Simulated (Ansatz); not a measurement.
# The magnesium atom (singlet): from Hartree-Fock to the top rungs, cc-pVTZ

The task here is to estimate one member of a computed series from the others.

Method: cc-pVTZ, core rule «outside noble gas», up to 5 orbitals frozen; program: Ansatz 0.2.0, Gaussian basis.

The runs, in order: UHF; CCSD(T) on RHF; BCCD(T) on RHF; CASSCF and MRCISD+Q, 2 electrons in 4 orbitals; CASSCF and MRCISD+Q(relaxed), 2 electrons in 4 orbitals; CASSCF and NEVPT4(SD), 2 electrons in 4 orbitals; CASSCF and NEVPT2, 2 electrons in 4 orbitals; Full CI.

### The atom

A free atom, in its lowest state of this spin that the program finds.

1 atom, charge 0, spin multiplicity 1.

The first run:

Contents of in.yaml:

```yaml
crystal:
  periodic: [false, false, false]
  atoms:
    - {symbol: Mg, position_ang: [0.000000, 0.000000, 0.000000]}
basis:
  gaussian: {orbitals: cc-pVTZ}
magnetization: {spin_polarized: true, initial_magnetization: 0}
hamiltonian: {xc: hf}
output: {orbitals: {seedname: orbitals}}
```

Run with:

```bash
> ansatz run in.yaml --threads 1 --pin off --events-out ev --progress --plain --max-ram 2393MiB
```

Steps of the session up to this table: UHF; CCSD(T) on RHF; BCCD(T) on RHF; CASSCF and MRCISD+Q, 2 electrons in 4 orbitals; CASSCF and MRCISD+Q(relaxed), 2 electrons in 4 orbitals; CASSCF and NEVPT4(SD), 2 electrons in 4 orbitals; CASSCF and NEVPT2, 2 electrons in 4 orbitals; Full CI.

One of the session's tables, all rows but one given; the rest of the session is left out.

```
                   method  from FCI (kJ/mol)
                      RHF              +88.6
                     RMP2              +26.8
                    RCCSD                0.0
                 RCCSD(T)                0.0
                  BCCD(T)                0.0
           CASSCF valence                  ?
           NEVPT2 valence               +2.4
       NEVPT4(SD) valence               +0.7
           MRCISD valence               +0.3
         MRCISD+Q valence               +0.3
MRCISD+Q(relaxed) valence                0.0
                      FCI                  0
```

Estimate the missing values for CASSCF valence.

As computed: from FCI (kJ/mol): +6.2. In the column «from FCI (kJ/mol)» it lies between NEVPT2 valence (+2.4) and RMP2 (+26.8).
